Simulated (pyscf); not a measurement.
`[SiH2]=[Se]` + `[H][H]` → `[SiH3][SeH]` (addition across a multiple bond or ene-type step; singlet surface; H–H broken, H–Se, H–Si formed). PySCF, gas phase, ωB97X-D3(BJ)/def2-SVP geometries. Energies in kJ/mol from the separated reactants.

```json
[
 {"level": "PBE/def2-TZVP", "barrier": "[?]", "reaction energy": "[?]"},
 {"level": "r²SCAN/def2-TZVP", "barrier": "73.8", "reaction energy": "-117.0"},
 {"level": "B3LYP-D3(BJ)/def2-TZVP", "barrier": "[?]", "reaction energy": "-113.9"},
 {"level": "PBE0-D3(BJ)/def2-TZVP", "barrier": "70.1", "reaction energy": "-127.1"},
 {"level": "ωB97M-D3(BJ)/def2-TZVP", "barrier": "89.8", "reaction energy": "-123.5"},
 {"level": "HF/def2-TZVP", "barrier": "131.2", "reaction energy": "-130.2"}
]
```

Task: Complete the blanks.

Result: 
- PBE/def2-TZVP, barrier: 71.1
- PBE/def2-TZVP, reaction energy: -110.4
- B3LYP-D3(BJ)/def2-TZVP, barrier: 91.7

The functionals in the table span 21.6 kJ/mol in this barrier, from PBE0-D3(BJ) to B3LYP-D3(BJ). At the saddle there is also a short H–Si contact that neither side keeps. This is the saddle that the search found; another between the same sides may lie lower. Elements up to Kr have no core potential and no relativistic terms here.
